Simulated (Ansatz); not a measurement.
fcc Cu was calculated with PBEsol (Ansatz, an electronic-structure program, PAW).

A relaxed, unreconstructed slab of the (100) face has 8 atoms, two equal faces of 6.349 Å² each and an energy of -52708.7511 eV. A bulk cell of 2 atoms with the same orientation and in-plane k mesh has -13177.5516 eV. Energies are extrapolated to zero smearing.

Settings: plane-wave cutoff 500 eV, 22×22×1 k mesh (along the axes of the cell as run), Fermi–Dirac smearing 0.1 eV, scalar-relativistic PAW data made under PBE.

Worked out: γ = (E_slab − N E_bulk per atom)/2A = [-52708.7511 − 8 × (-13177.5516/2)]/(2 × 6.349) = 0.1146 eV/Å². With 16.022 J/m² per eV/Å² this is 1.84 J/m², or 0.73 eV per surface cell and face.
